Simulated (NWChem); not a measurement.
**BOF (fluoro(oxo)borane) at CAM-B3LYP/cc-pVDZ**

Aim: the vertical ionisation energy of BOF (fluoro(oxo)borane) at CAM-B3LYP/cc-pVDZ, from 2 runs. 

The calculation is run with NWChem 7.3.0.

### 1 The system as given

The species is BOF (3 atoms), meant as a singlet with charge 0. SMILES: `O=BF`. The shape is that of a PBE0-D4/def2-TZVP optimisation.

Bond lengths: O1–B2 1.206 Å, B2–F3 1.282 Å. Angles: O1–B2–F3 180.0°.

### 2 A single-point energy at CAM-B3LYP/cc-pVDZ

Input file bfo.nw:

```
start bfo
title "BFO"
memory stack 880 mb heap 220 mb global 1100 mb
geometry units angstrom noautosym nocenter noautoz
 O      0.983100    -0.565100     0.479900
 B      0.020300    -0.011600     0.009900
 F     -1.003400     0.576800    -0.489800
end
basis spherical bse
 * library cc-pVDZ
end
dft
 xc xcamb88 1.00 lyp 0.81 vwn_5 0.19 hfexch 1.00
 cam 0.33 cam_alpha 0.19 cam_beta 0.46
 grid fine
 convergence energy 1e-08
 direct
 maxiter 100
 mulliken
 noprint "final vectors analysis"
end
task dft energy
```

Launch:

```console
$ nwchem bfo.nw > bfo.out
```

The program printed (excerpt; [...] marks lines left out):

```text
[...]
          Wavefunction type:  closed shell.
          No. of atoms     :     3
          No. of electrons :    22
[...]
          Charge           :     0
          Spin multiplicity:     1
[...]
          AO basis - number of functions:    42
[...]
              XC Information
              --------------
                     Hartree-Fock (Exact) Exchange  1.000
                   CAM-Becke88 Exchange Functional  1.000
                      VWN V Correlation Functional  0.190 local
              Lee-Yang-Parr Correlation Functional  0.810
[...]
 d= 0,ls=0.0,diis     1   -199.8199011635 -2.51D+02  2.81D-02  9.96D-01     0.4
[...]
 d= 0,ls=0.0,diis     8   -199.9457224698 -7.95D-09  3.84D-06  1.69D-07     2.5
         Total DFT energy =     -199.945722469799
      One electron energy =     -377.635109381928
           Coulomb energy =      149.346819713341
    Exchange-Corr. energy =      -23.096386656773
 Nuclear repulsion energy =       51.438953855561
[...]
      Total Density - Mulliken Population Analysis
     ---------------------------------------------
    Atom       Charge   Shell Charges
 -----------   ------   -------------------------------------------------------
    1 O    8     8.09   2.01  0.86  0.78  2.82  1.60  0.02
    2 B    5     4.88   2.02  0.54  0.13  1.58  0.32  0.29
    3 F    9     9.03   2.01  0.90  0.91  3.37  1.84  0.01
[...]
```

Wall time 3.3 s (1 thread of Intel Xeon 6975P-C (Granite Rapids), shared host); peak memory 0.1 GiB.

### 3 The doublet cation at the same level

Input file bfo.nw:

```
start bfo
title "BFO CAM-B3LYP"
memory stack 880 mb heap 220 mb global 1100 mb
charge 1

geometry units angstrom noautosym nocenter noautoz
O        0.983100      -0.565100       0.479900
B        0.020300      -0.011600       0.009900
F       -1.003400       0.576800      -0.489800
end

basis spherical bse
* library cc-pVDZ
end

dft
xc xcamb88 1.00 lyp 0.81 vwn_5 0.19 hfexch 1.00
cam 0.33 cam_alpha 0.19 cam_beta 0.46
mult 2
grid fine
convergence energy 1e-08
direct
maxiter 100
mulliken
noprint "final vectors analysis"
end

task dft energy
```

Launch:

```console
$ nwchem bfo.nw > bfo.out
```

The program printed (excerpt; [...] marks lines left out):

```text
[...]
          Wavefunction type:  spin polarized.
          No. of atoms     :     3
          No. of electrons :    21
[...]
          Charge           :     1
          Spin multiplicity:     2
[...]
          AO basis - number of functions:    42
[...]
              XC Information
              --------------
                     Hartree-Fock (Exact) Exchange  1.000
                   CAM-Becke88 Exchange Functional  1.000
                      VWN V Correlation Functional  0.190 local
              Lee-Yang-Parr Correlation Functional  0.810
[...]
 d= 0,ls=0.0,diis     1   -199.2645339208 -2.51D+02  1.56D-02  5.32D-01     0.4
[...]
 d= 0,ls=0.0,diis    11   -199.4553002036 -1.48D-09  1.35D-07  1.72D-10     4.1
[...]
         Total DFT energy =     -199.455300203603
      One electron energy =     -369.360356081984
           Coulomb energy =      141.179353340452
    Exchange-Corr. energy =      -22.713251317631
 Nuclear repulsion energy =       51.438953855561
[...]
      Total Density - Mulliken Population Analysis
     ---------------------------------------------
    Atom       Charge   Shell Charges
 -----------   ------   -------------------------------------------------------
    1 O    8     7.63   2.01  0.92  0.79  2.72  1.17  0.02
    2 B    5     4.54   2.02  0.58  0.10  1.45  0.12  0.28
    3 F    9     8.83   2.01  0.92  0.90  3.32  1.67  0.01
[...]
      <S2> =      0.7532 (Exact =     0.7500)
[...]
```

It took 4.8 s on 1 thread of Intel Xeon 6975P-C (Granite Rapids), shared host; peak memory 0.1 GiB.

### 4 What came out

At CAM-B3LYP/cc-pVDZ:

| quantity | value |
| --- | --- |
| singlet BOF: total energy | -199.94572 Eh |
| singlet BOF: dipole moment | 1.95 D |
| doublet cation: total energy | -199.45530 Eh |
| doublet cation: ⟨S²⟩ | 0.753 |
| vertical ionisation energy (to the doublet cation) | 13.345 eV |

**Reading.** The vertical ionisation energy comes to 13.35 eV (308 kcal/mol).
